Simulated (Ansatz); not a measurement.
[Br···H···S], triplet: reading a ladder of total energies

Geometry: a point of a hydrogen-transfer path between rigid fragments, not a stationary point.

```xyz
3

Br    0.0000    0.0000   -1.5603
H     0.0000    0.0000   -0.0373
S     0.0000    0.0000    1.5977
```

Basis cc-pVDZ; Ansatz 0.2.0. Correlated methods freeze the noble-gas cores and the filled d shells of p-block atoms, which leaves 14 electrons in 31 orbitals. Prefix R: restricted or restricted open-shell reference; prefix U: unrestricted. No spin–orbit coupling is included, and no scalar relativity.

Full CI isn't at hand for all of this; UCCSDT(Q) serves as the reference, and is uncertain by about the last step of the cluster series.

Runs differ by some tens of microhartree through their thresholds and, for an open shell, their frozen cores, so steps under 0.03 kcal/mol mean nothing.

```json
{"level": "UHF", "total energy (hartree)": "-2970.433768"}
{"level": "UMP2", "total energy (hartree)": "-2970.655876"}
{"level": "UCCSD", "total energy (hartree)": "-2970.689063"}
{"level": "UCCSD(T)", "total energy (hartree)": "-2970.693917"}
{"level": "UCCSDT", "total energy (hartree)": "-2970.694620"}
{"level": "UCCSDT(Q)", "total energy (hartree)": "-2970.695065"}
```

What is the correlation energy at UCCSDT(Q), and what share of it do UMP2 and UCCSD recover?

E(corr) = -2970.695065 − (-2970.433768) = -0.261297 hartree = -7.110 eV. UMP2: -0.222108 / -0.261297 = 85.00 %. UCCSD: -0.255295 / -0.261297 = 97.70 %.

By how many kcal/mol does UCCSD(T) miss UCCSDT(Q) (1 hartree = 627.509 kcal/mol), and which steps make up the rest?

-2970.693917 − (-2970.695065) = 0.001148 hartree = 0.72 kcal/mol. Steps: UCCSDT − UCCSD(T) = -0.44, UCCSDT(Q) − UCCSDT = -0.28 kcal/mol. That is within 1 kcal/mol of the reference in this basis, which itself misses far more of the correlation at the basis-set limit.
